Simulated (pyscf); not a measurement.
# Routes from H₃C–C(CH₃)=N• (SMILES CC(C)=[N])

Candidate steps break at most two bonds and form at most two. Each was searched with GFN2-xTB (tblite) first. Structures and frequencies: ωB97X-D3(BJ)/def2-SVP in PySCF. Energies: ωB97M-D3(BJ)/def2-TZVP, kJ/mol, from the reactant's lowest minimum found, doublet surface; ΔG‡ with ideal gas, 1 atm, RRHO with modes under 100 cm⁻¹ raised to 100, one conformer, R ln 2 for chiral ones without a mode under 150 cm⁻¹.

```json
[
 {"products": "H₃C–C≡N + CH₃•", "type": "bond scission", "ΔE‡": "123.2", "ΔE": "+84.3", "ΔG‡ 298 K": "106.2", "ΔG‡ 900 K": "92.1", "ν‡ (cm⁻¹)": "553i"},
 {"products": "•H₂C–C(CH₃)=NH", "type": "hydrogen shift", "ΔE‡": "198.7", "ΔE": "+16.7", "ΔG‡ 298 K": "184.4", "ΔG‡ 900 K": "187.6", "ν‡ (cm⁻¹)": "2231i"}
]
```

Plain bond fissions and candidates not yet searched are not listed, and one of them may be faster. Each barrier is that of the saddle found; lower ones may exist.
